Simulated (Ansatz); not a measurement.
Results of r²SCAN in Ansatz (PAW) for SrMoO4 (I4₁/a, No. 88).

Numerical settings: plane-wave cutoff 500 eV, 10×10×10 k mesh, Fermi–Dirac smearing 0.05 eV, no spin polarisation, scalar-relativistic PAW data made under PBE.

Computed at the level's own relaxed cell.

Give the computed equilibrium volume per atom, lattice parameter a, c axis length and band gap.


equilibrium volume per atom: 14.63 Å³/atom
lattice parameter a: 5.410 Å
c axis length: 11.991 Å
band gap: 4.17 eV (on the SCF k mesh)

Spin–orbit coupling is not included.

Static lattice: no zero-point or thermal effects.

Ansatz is a program for electronic structure.
